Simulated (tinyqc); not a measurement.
Worked calculation: harmonic frequencies on the RHF/sto-3g surface (energies and gradients from PySCF), for HF, spin multiplicity 1. One step of it, computed by the program tinyqc.

Question. Normal modes. Diagonalise H_ij / sqrt(m_i m_j); the 5 smallest eigenvalues belong to translations and rotations; wavenumber = sqrt(eigenvalue / 1822.888) x 219474.63; each mode has its largest component positive (the first on a tie); zero-point energy = sum of wavenumbers / 2, with 349.755 1/cm per kcal/mol.

Hessian (symmetrised) (hartree/bohr^2), lower triangle:
```
             1Fx          1Fy          1Fz          2Hx          2Hy         2Hz
1Fx  -0.00000004
1Fy   0.00000000  -0.00000004
1Fz   0.00000000   0.00000000   0.72528108
2Hx   0.00000004   0.00000000   0.00000000  -0.00000004
2Hy   0.00000000   0.00000004   0.00000000   0.00000000  -0.00000004
2Hz   0.00000000   0.00000000  -0.72528108   0.00000000   0.00000000  0.72528108
```

masses (u): 1F 18.998403, 2H 1.007825

Give: eigenvalues of the mass-weighted Hessian; harmonic wavenumbers of the vibrations; mass-weighted modes; zero-point energy.

Answer.

eigenvalues of the mass-weighted Hessian (hartree/(bohr^2 u)): 0.0000  0.0000  0.0000  0.0000  0.0000  0.7578

harmonic wavenumbers of the vibrations (1/cm): 4475.0

mass-weighted modes:
```
      mode 1
1Fx   0.0000
1Fy   0.0000
1Fz  -0.2244
2Hx   0.0000
2Hy   0.0000
2Hz   0.9745
```

zero-point energy = 6.3973 kcal/mol
